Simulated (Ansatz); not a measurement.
CH$_{5}$AlSi (`[CH2]1[AlH][SiH2]1`), relaxed with RKS PBE0-D4/def2-TZVP in Ansatz from a PBE-D4/def2-SVP geometry. The force threshold is 0.005 eV/Å; the program also tests the step.

Total charge 0; spin multiplicity 1.

Start:

```xyz
8

C    -0.072    0.499   -0.780
Al    0.054    1.027    1.115
Si    0.034   -1.160    0.249
H    -1.058    0.662   -1.268
H     0.726    0.678   -1.530
H     0.129    2.309    2.065
H     1.321   -1.912    0.030
H    -1.135   -2.103    0.119
```

```csv
step,energy (eV),largest force (eV/Å),largest move (Å)
1,-15584.3912,0.543,0.000
2,-15584.4171,0.159,0.026
3,-15584.4201,0.029,0.013
4,-15584.4202,0.016,0.004
5,-15584.4203,0.009,0.003
6,-15584.4203,0.020,0.007
7,-15584.4205,0.017,0.012
8,-15584.4207,0.047,0.053
9,-15584.4209,0.028,0.015
10,-15584.4210,0.016,0.018
11 (rejected),-15584.4210,0.017,0.010
12,-15584.4211,0.004,0.005
```

End:

```xyz
8

C    -0.036    0.488   -0.776
Al    0.058    1.015    1.100
Si    0.015   -1.146    0.239
H    -1.044    0.678   -1.166
H     0.688    0.649   -1.574
H     0.127    2.289    2.034
H     1.306   -1.872    0.090
H    -1.113   -2.100    0.053
```

Hardware: 2 threads of an Arm Neoverse V1 on a shared host. Wall time 30 s, peak host memory 0.24 GiB.
